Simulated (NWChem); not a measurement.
System: fluoromethane (CH$_{3}$F); SMILES CF

```xyz
5

C      0.0000     0.0000    -0.6116
F      0.0000     0.0000     0.7709
H      0.7304     0.7304    -0.9795
H      0.2673    -0.9977    -0.9795
H     -0.9977     0.2673    -0.9795
```
Atoms are numbered in this order, from 1.

Program: NWChem. Pople sets run with spherical d functions. The geometry was optimised at B3LYP/6-31G* (spherical d). Static field.

```csv
level,basis functions,isotropic polarisability (bohr³),anisotropy (bohr³),relative time
PBE/6-31G*,34,13.0,0.1,1
PBE/6-31+G*,42,14.7,0.8,1
PBE/def2-SVP,43,13.1,0.2,1
PBE/def2-SVPD,67,17.5,1.5,2
PBE/def2-TZVP,80,15.7,0.6,5
PBE/aug-cc-pVDZ,73,17.7,1.8,4
PBE/Sadlej pVTZ,75,18.0,1.4,6
PBE/d-aug-cc-pVDZ,103,18.2,1.5,10
PBE/def2-TZVPD,104,18.0,1.6,10
PBE/aug-cc-pVTZ,161,18.1,1.6,30
```

Relative times are rough (shared machine, one core).
